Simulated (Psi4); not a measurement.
Psi4 input (wB97X-D/6-311+G**):

```
memory 1500 MB

molecule {
0 1
C    -0.00000000   -0.00000000   -0.73641303
N     0.00000000    0.00000000    0.42763309
H     0.00000000    0.00000000    1.42504654
symmetry c1
no_reorient
no_com
}

set {
  basis 6-311+G**
  reference rks
  scf_type pk
  dft_radial_points 99
  dft_spherical_points 590
  e_convergence 1e-8
  d_convergence 1e-7
  maxiter 150
}

e = energy('wb97x-d')
print_out(f'\nFINAL {e:.10f} DIPOLE {variable("CURRENT DIPOLE")[0]:.6f} {variable("CURRENT DIPOLE")[1]:.6f} {variable("CURRENT DIPOLE")[2]:.6f}\n')
```

**Question.** Predict the final energy.

**Answer.** -93.39301 Eh.
